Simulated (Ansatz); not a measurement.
**H₃Si–Ge: how the quartet less doublet moves with the basis**

H3Si–Ge, doublet; coordinates (Å): Si -0.006 0.000 1.693; Ge -0.001 0.000 -0.747; H 1.462 0.000 1.996; H -0.595 1.204 2.347; H -0.595 -1.204 2.347. Quantity: quartet less doublet, vertical.

Ansatz 0.2.0, basis cc-pVDZ or cc-pVTZ; geometries are PBE0/def2-TZVP minima. Wave-function levels freeze the cores with the filled d shells of p-block atoms; HF, MP2 and coupled cluster are restricted for singlets and unrestricted otherwise, restricted open-shell where a d shell is frozen, Kohn–Sham unrestricted where that lies lower. The reference is CCSDT(Q) (coupled cluster only where its series has nearly closed). Semilocal and hybrid functionals correlate all electrons outside any core potential and usually lie nearer their basis limit than the reference, so part of their error here is the reference's basis and frozen-core error; RPA and the MP2 part of double hybrids freeze the same cores as the reference. None of these values is a measured one. Energies are electronic, without zero-point terms. No spin–orbit coupling and no scalar relativity. The species are chosen: bound, without strong static correlation by their natural occupations or amplitudes, in their lowest spin state as far as vertical gaps and like structures tell, and with a ladder that closes on the reference, so errors are smaller than for species at large; levels whose determinant breaks symmetry or spin markedly are left out.

```tsv
level	cc-pVDZ (eV)	cc-pVTZ (eV)
reference	1.026 (CCSDT(Q))	1.084 (CCSDT(Q))
MP2	0.906	0.972
CCSD	1.018	1.077
CCSD(T)	1.025	1.084
PBE	1.222	1.205
wB97M-V	1.302	1.298
B2PLYP	1.238	1.242
RPA-PBE	1.229	1.221
```

From cc-pVDZ to cc-pVTZ the reference moves by 0.058 eV and PBE by -0.017; the step from CCSD(T) to the reference is 0.000 in the first and 0.000 in the last.
